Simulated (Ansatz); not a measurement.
# Property card for Ti$_{5}$Si

Method: DFT PBE, scalar-relativistic, plane waves, PAW (Ansatz).

Settings: cutoff 420 eV, Γ-centred mesh 12×12×12 on the computed 6-atom cell, Gaussian smearing of 0.10 eV; no spin polarisation.

The structure is relaxed at this level of theory with its symmetry kept. Whether it is the stable form of this composition wasn't checked.

```cif
data_structure
_symmetry_space_group_name_H-M 'R32:H'
_symmetry_Int_Tables_number 155
_cell_length_a 5.0485
_cell_length_b 5.0485
_cell_length_c 13.3151
_cell_angle_alpha 90.000
_cell_angle_beta 90.000
_cell_angle_gamma 120.000
_cell_volume 293.90
loop_
_atom_site_label
_atom_site_type_symbol
_atom_site_symmetry_multiplicity
_atom_site_Wyckoff_symbol
_atom_site_fract_x
_atom_site_fract_y
_atom_site_fract_z
_atom_site_occupancy
Ti1 Ti 6 c 0.33333 0.66667 0.81803 1
Ti2 Ti 9 d 0.60456 0.00000 0.00000 1
Si1 Si 3 b 0.66667 0.33333 0.83333 1
```

```
Space group                                                       : R32 (No. 155)
Volume per atom                                                   : 110.2 bohr³
Formation energy from the elements' standard states (uncorrected) : -0.295 eV/atom
Kohn–Sham band gap                                                : none (metal)
Density of states at the Fermi level                              : 4.84 states/eV per cell
Löwdin character within 0.5 eV of the Fermi level                 : Ti 3d 88 %, unprojected 5 %
Bader charges (e)                                                 : Ti (2 in the cell) 0.53, Ti (3 in the cell) 0.24, Si (1 in the cell) -1.77
```